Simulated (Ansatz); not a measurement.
CHO₃ (charge -1), SMILES O=C([O-])O, a rigid scan of one bond angle

With Ansatz's Python interface.

Run as a notebook:

**Cell 1**
```python
import ansatz as az
from ase import Atoms
```

**Cell 2**
```python
BASIS = "def2-SVP"
XC = "PBE"
CHARGE = -1
FMAX = 0.02
```

**Cell 3**
```python
atoms = Atoms(["O", "C", "O", "O", "H"], positions=[
    [0.174, -1.13424, -0.64461],
    [0.20829, -0.32235, 0.27768],
    [0.62708, -0.3981, 1.41976],
    [-0.36211, 0.97273, -0.0681],
    [-0.64726, 0.88195, -0.98473],
])
```

**Cell 4**
```python
# start the scan from a relaxed geometry
first = (
    az.Crystal.molecule_from_ase(atoms).calculation()
    .basis(gaussian=BASIS)  # the orbital basis, by name
    .functional(XC)
    .charge(CHARGE)
    .relax(force_tolerance=FMAX, max_steps=80)
)
atoms.positions = first.run(threads=1).report["positions_ang"]
```

**Cell 5**
```python
rows = []
for angle in [85, 95, 105, 115, 125, 140, 160]:
    bent = atoms.copy()
    bent.set_angle(1, 3, 4, angle, indices=[4])
    setup = az.Crystal.molecule_from_ase(bent).calculation().basis(gaussian=BASIS).functional(XC).charge(CHARGE)
    rows.append((angle, setup.run(threads=1).report["free_energy_ev"]))
floor = min(e for _, e in rows)
for angle, e in rows:
    print(f"angle C1-O3-H4 = {angle:3d} deg   {1000 * (e - floor):9.1f} meV")
```
Output:
```text
angle C1-O3-H4 =  85 deg       123.9 meV
angle C1-O3-H4 =  95 deg         0.0 meV
angle C1-O3-H4 = 105 deg        13.2 meV
angle C1-O3-H4 = 115 deg       134.1 meV
angle C1-O3-H4 = 125 deg       338.2 meV
angle C1-O3-H4 = 140 deg       741.2 meV
angle C1-O3-H4 = 160 deg      1270.7 meV
```

The scan is rigid, and the energies are electronic, in a modest basis. The zero is the lowest point of the grid, which needn't be the minimum. Anions want diffuse functions, which this basis lacks. Hardware and time: 12 s on 1 thread of Arm Neoverse V2, with other jobs on the host, peak memory 0.18 GiB.
